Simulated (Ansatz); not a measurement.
Wavefunction ladder for Al₂H₄O, SMILES `[OH][AlH][AlH2]`

Z-matrix (Å, degrees):
```
Al
Al 1 2.587
O 1 1.706 2 113.9
H 1 1.598 2 128.9 3 180.0
H 2 1.595 1 121.9 3 -90.1
H 2 1.595 1 121.9 3 90.2
H 3 0.957 1 123.0 2 -179.9
```

Charge 0, multiplicity 1. Geometry: relaxed with PBE0-D4/def2-TZVP. It is one conformer, not always the lowest. Frozen core, restricted reference, Ansatz 0.2.0. CBS rows extrapolate triple and quadruple zeta; past MP2 they add the triple-zeta difference.

```
     basis     HF (Eh)  MP2 corr.
  def2-SVP  -560.83701   -0.31484
def2-TZVPP  -561.10807   -0.40013
def2-QZVPP  -561.12626   -0.43203
```

Estimate the CCSD correlation energy and the (T) correction in each basis where they were run (hartree).


```tsv
basis	CCSD corr.	(T)
def2-SVP	-0.35051	-0.00701
def2-TZVPP	-0.43384	-0.01334
CBS(def2)	-0.48936	as TZ
```
